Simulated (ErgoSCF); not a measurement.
**One shape, several levels: SiH4S (sulfanylsilane)**

We compute a comparison of 5 runs (HF/STO-3G, HF/3-21G, HF/def2-SVP, B3LYP/6-31G*, PBE0/def2-SVP) of SiH4S (sulfanylsilane). 

The results are computed with ErgoSCF 3.8.

1 further run of the same task is left out (set aside as unsound or not needed).

### 1 The molecule

The species is SiH4S (6 atoms), meant as a singlet with charge 0. As SMILES, `[SiH3]S`. Geometry: relaxed at PBE0-D4/def2-TZVP.

Bond lengths: Si1–S2 2.137 Å, Si1–H3 1.485 Å, Si1–H4 1.482 Å, Si1–H5 1.485 Å, S2–H6 1.344 Å. Angles: Si1–S2–H6 94.7°, S2–Si1–H3 111.6°, S2–Si1–H4 104.8°, S2–Si1–H5 111.6°, H3–Si1–H4 110.0°, H3–Si1–H5 108.8°, H4–Si1–H5 110.0°.

### 2 A single-point energy at HF/STO-3G (run 1)

ergo.in

```
set_nthreads("env")
molecule_inline Angstrom
Si    -0.169800    -0.263400    -0.436000
S      0.907300    -0.012600     1.392800
H     -1.629800    -0.074300    -0.241600
H      0.108600    -1.658300    -0.852500
H      0.299800     0.681200    -1.481100
H      0.526100     1.263300     1.572300
EOF
basis = "STO-3G"
tmpdir = "."
scf.use_diagonalization = 1
scf.max_number_of_iterations = 120
scf.output_mulliken_pop = 1
run "HF"
```

The basis set STO-3G is read from a file made from the Basis Set Exchange's data (not shown).

Command:

```bash
$ ergo < ergo.in
```

The program printed:

```text
[...]
INSC SCF_general constructor, number of basis functions: 22
[...]
INSC Energy   1 =       -614.52660568344
[...]
INDE E_LUMO =          0.39825655328
[...]
INSC Energy  10 =       -681.11071351556  ( diff     -0.000000000008868 )
[...]
RESC CONVERGED after  10 iterations.
RESC FINAL ENERGY:       -681.11071351556
[...]
INSC SCF: dipole_moment_x [atomic units] =      -0.27976506
INSC SCF: dipole_moment_y [atomic units] =       0.23616345
INSC SCF: dipole_moment_z [atomic units] =      -0.29232237
[...]
```

Wall time 1.1 s (1 thread of AMD EPYC 7B13 (Zen 3), shared host); peak memory 0.26 GiB.

### 3 A single-point energy at HF/3-21G (run 2)

ergo.in

```
# HF on H4SSi
set_nthreads("env")
molecule_inline Angstrom
Si      -0.169800      -0.263400      -0.436000
S        0.907300      -0.012600       1.392800
H       -1.629800      -0.074300      -0.241600
H        0.108600      -1.658300      -0.852500
H        0.299800       0.681200      -1.481100
H        0.526100       1.263300       1.572300
EOF
basis = "3-21G"
scf.use_diagonalization = 1
scf.output_mulliken_pop = 1
scf.max_number_of_iterations = 120
tmpdir = "."
run "HF"
```

The basis set 3-21G is read from a file made from the Basis Set Exchange's data (not shown).

Command:

```bash
$ ergo < ergo.in
```

The program printed:

```text
[...]
INSC SCF_general constructor, number of basis functions: 34
[...]
INSC Energy   1 =       -464.72904210571
[...]
INDE E_LUMO =          0.11991578558
[...]
INSC Energy  13 =       -685.27223249343  ( diff     -0.000000000000568 )
[...]
RESC CONVERGED after  13 iterations.
RESC FINAL ENERGY:       -685.27223249343
[...]
INSC SCF: dipole_moment_x [atomic units] =      -0.52382030
INSC SCF: dipole_moment_y [atomic units] =       0.39374277
INSC SCF: dipole_moment_z [atomic units] =      -0.57693362
[...]
```

Run time: 1.6 s. Hardware: 1 thread of AMD EPYC 7B13 (Zen 3), shared host; peak memory 0.26 GiB.

Run 3 isn't shown in full; the table further down has it.

### 4 A single-point energy at B3LYP/6-31G(d) (spherical functions) (run 4)

run.inp

```
set_nthreads(1)
XC.radint = 1e-11
scf.max_number_of_iterations = 120
XC.sparse_mode = 0
XC.angint = 41
basis = "6-31G*"
scf.use_diagonalization = 1
tmpdir = "."
scf.output_mulliken_pop = 1
molecule_inline
Si  -0.32087550  -0.49775386  -0.82392059
S    1.71454851  -0.02381055   2.63201055
H   -3.07987564  -0.14040665  -0.45655783
H    0.20522426  -3.13373283  -1.61099152
H    0.56653989   1.28728144  -2.79887336
H    0.99418491   2.38729101   2.97121639
EOF
run "B3LYP-G"
```

The basis set 6-31G* is read from a file made from the Basis Set Exchange's data (not shown).

Command:

```bash
$ ergo run.inp
```

The program printed:

```text
[...]
INDF Weighted mixed functional:
[...]
INSC Energy   1 =       -394.63471035856
[...]
INDE E_LUMO =         -0.00001197682
[...]
INSC Energy  16 =       -690.09895318158  ( diff     -0.000000000000114 )
[...]
RESC CONVERGED after  16 iterations.
RESC FINAL ENERGY:       -690.09895318158
[...]
INSC SCF: dipole_moment_x [atomic units] =      -0.32268317
INSC SCF: dipole_moment_y [atomic units] =       0.32421620
INSC SCF: dipole_moment_z [atomic units] =      -0.30597315
[...]
```

Wall time 11 s (1 thread of AMD EPYC 7B13 (Zen 3), shared host); peak memory 0.26 GiB.

### 5 The energy at PBE0/def2-SVP (run 5)

ergo.in

```
# H4SSi, PBE0
set_nthreads(1)
molecule_inline
Si  -0.32087550  -0.49775386  -0.82392059
S    1.71454851  -0.02381055   2.63201055
H   -3.07987564  -0.14040665  -0.45655783
H    0.20522426  -3.13373283  -1.61099152
H    0.56653989   1.28728144  -2.79887336
H    0.99418491   2.38729101   2.97121639
EOF
basis = "def2-SVP"
XC.angint = 41
XC.sparse_mode = 0
tmpdir = "."
scf.use_diagonalization = 1
scf.output_mulliken_pop = 1
XC.radint = 1e-11
scf.max_number_of_iterations = 120
run "PBE0"
```

The basis set def2-SVP is read from a file made from the Basis Set Exchange's data (not shown).

Command:

```bash
$ ergo ergo.in
```

The program printed:

```text
[...]
INDF Weighted mixed functional:
[...]
INSC Energy   1 =       -330.14684889021
[...]
INDE E_LUMO =          0.01925762008
[...]
INSC Energy  15 =       -689.61814215424  ( diff     -0.000000000001364 )
[...]
RESC CONVERGED after  15 iterations.
RESC FINAL ENERGY:       -689.61814215424
[...]
INSC SCF: dipole_moment_x [atomic units] =      -0.26835781
INSC SCF: dipole_moment_y [atomic units] =       0.32542553
INSC SCF: dipole_moment_z [atomic units] =      -0.22075601
[...]
```

It took 12 s on 1 thread of AMD EPYC 7B13 (Zen 3), shared host; peak memory 0.26 GiB.

### 6 All runs side by side

| run | level | integration grid | radint | energy (Eh) | dipole moment (D) | wall time |
| --- | --- | --- | --- | --- | --- | --- |
| 1 | HF/STO-3G | – | – | -681.110714 | 1.19 | 1.1 s |
| 2 | HF/3-21G | – | – | -685.272232 | 2.22 | 1.6 s |
| 3 | HF/def2-SVP | – | – | -688.593795 | 1.33 | 8.7 s |
| 4 | B3LYP/6-31G* (spherical functions) | Turbo | 1e-11 | -690.098953 | 1.40 | 11 s |
| 5 | PBE0/def2-SVP | Turbo | 1e-11 | -689.618142 | 1.21 | 12 s |

### 7 Outcome

| quantity | value |
| --- | --- |
| run 5: total energy | -689.61814 Eh |
| run 5: dipole moment | 1.21 D |

In words: The dipole moment (its size) runs from 1.19 D (HF/STO-3G) to 2.22 D (HF/3-21G). Totals of different functionals can't be ranked against each other. In run 1 the basis is minimal, so the values are rough. All runs together took 34 s, the longest 12 s.
